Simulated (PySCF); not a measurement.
H₂SO, singlet: structure and spectrum

All numbers come from PBE0 in PySCF with S def2-TZVP, O def2-TZVP, H def2-TZVP; no relativity; density-fitted integrals.

The structure is a saddle point with 1 imaginary mode.

```xyz
4
charge 0 multiplicity 1, angstrom
S     0.0000    0.0000   -0.4499
O     0.0000    0.0000    1.0518
H     1.0962    0.0000   -1.2095
H    -1.0962    0.0000   -1.2095
```

```json
{
  "Point group": "C2v",
  "Bond lengths": "S–H 1.334 Å (×2), S–O 1.502 Å",
  "Bond angles": "H–S–H 110.6°, H–S–O 124.7° (×2)",
  "Rotational constants": "6.96, 0.6217, 0.5707 cm⁻¹",
  "Lowest empty level": "-1.31 eV",
  "Dipole moment": "3.88 D",
  "Zero-point energy (real modes)": "51.4 kJ/mol",
  "Principal quadrupole moments (Buckingham, traceless) about the centre of mass": "-3.52, -0.62, 4.14 D Å",
  "Atomisation energy without zero-point energy": "863 kJ/mol",
  "Principal polarisabilities": "16.9, 21.6, 29.1 bohr³",
  "Highest occupied level": "-6.06 eV"
}
```

Harmonic modes (masses in u: S 31.972, O 15.995, H 1.008):
| symmetry | ω (cm⁻¹) | IR (km/mol) | μ (u) | type |
| --- | --- | --- | --- | --- |
| b1 | 1284i | – | 1.18 | bend |
| b2 | 765 | 0.0 | 1.22 | bend |
| a1 | 1039 | 41.0 | 5.92 | mixed |
| a1 | 1291 | 50.1 | 1.16 | bend |
| a1 | 2724 | 0.0 | 1.03 | stretch |
| b2 | 2769 | 7.4 | 1.05 | stretch |

In C2v the vibrations span b1 + 2b2 + 3a1. Here b1 is antisymmetric to the molecular plane and b2 lies in it.

Charges (e):
```csv
atom,Mulliken,Löwdin,polar tensor,Mayer order to S1
S1,0.10,0.35,0.30,–
O2,-0.49,-0.45,-0.51,1.60
"H3,4",0.19,0.05,0.10,0.83
```

Mulliken populations on S1: s 5.54, p 9.89, d 0.44, f 0.03.

This need not be the most stable arrangement of these atoms. At this level a singlet minimum of Cs symmetry lies 167 kJ/mol below this structure.

The final relaxation and frequency run took of the order of 30 core-seconds on a shared host.
